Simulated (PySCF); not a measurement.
# A search over the determinants of CCl⁺

Unrestricted PBE0; PySCF, no relativity, basis sets C def2-TZVPPD, Cl def2-TZVPPD. Outer shells of the fragments: C+ 2s2 2p1; Cl 3s2 3p5.

Followed along the bond (rough minima from three points):

```
2Ms+1  unpaired  ⟨S²⟩ at the start  R at minimum (Å)  Te (eV)
    1      none               0.00              1.54     0.00
    3  σ ↑, π ↑               2.03              1.55     2.78
```

Solutions found at the starting distance of 1.780 Å, counted from the lowest of them; the search is not exhaustive and high or unbound solutions are not listed, so other states can lie among these:

```json
{"2Ms+1": "1", "unpaired": "none", "term": "¹Σ⁺", "E (eV)": "0.00", "⟨S²⟩": "0.00", "⟨Lz²⟩": "0.00", "μ (D)": "-1.44"}
{"2Ms+1": "3", "unpaired": "σ ↑, π ↑", "term": "³Π", "E (eV)": "2.62", "⟨S²⟩": "2.03", "⟨Lz²⟩": "1.01", "μ (D)": "-2.31"}
{"2Ms+1": "1", "unpaired": "σ ↑, π ↓", "term": "mixed", "E (eV)": "3.38", "⟨S²⟩": "1.02", "⟨Lz²⟩": "1.02", "μ (D)": "-1.94"}
{"2Ms+1": "3", "unpaired": "π ↑↑", "term": "mixed", "E (eV)": "3.48", "⟨S²⟩": "2.01", "⟨Lz²⟩": "2.01", "μ (D)": "0.24"}
{"2Ms+1": "3", "unpaired": "π ↑↑", "term": "mixed", "E (eV)": "3.82", "⟨S²⟩": "2.01", "⟨Lz²⟩": "2.01", "μ (D)": "0.10"}
{"2Ms+1": "1", "unpaired": "π ↑↓", "term": "mixed", "E (eV)": "3.87", "⟨S²⟩": "1.01", "⟨Lz²⟩": "2.01", "μ (D)": "0.06"}
{"2Ms+1": "3", "unpaired": "σ ↑, π ↑↑↓", "term": "mixed", "E (eV)": "7.04", "⟨S²⟩": "3.01", "⟨Lz²⟩": "3.02", "μ (D)": "0.10"}
{"2Ms+1": "1", "unpaired": "σ ↑, π ↑↓↓", "term": "mixed", "E (eV)": "7.18", "⟨S²⟩": "2.02", "⟨Lz²⟩": "3.02", "μ (D)": "0.08"}
{"2Ms+1": "3", "unpaired": "σ ↑↑", "term": "³Σ⁺", "E (eV)": "7.26", "⟨S²⟩": "2.04", "⟨Lz²⟩": "0.00", "μ (D)": "-2.99"}
{"2Ms+1": "3", "unpaired": "σ ↑, π ↑", "term": "³Π", "E (eV)": "7.71", "⟨S²⟩": "2.01", "⟨Lz²⟩": "1.02", "μ (D)": "-1.30"}
```

A term symbol is given only where ⟨S²⟩ and ⟨Lz²⟩ are close to those of a pure state; real π, δ and φ orbitals otherwise mix terms. A positive dipole points towards Cl; it is taken about the centre of mass and depends on that origin.

Counting both spins, an empty level lies below a filled one in some of these solutions, because spin and occupation are held.
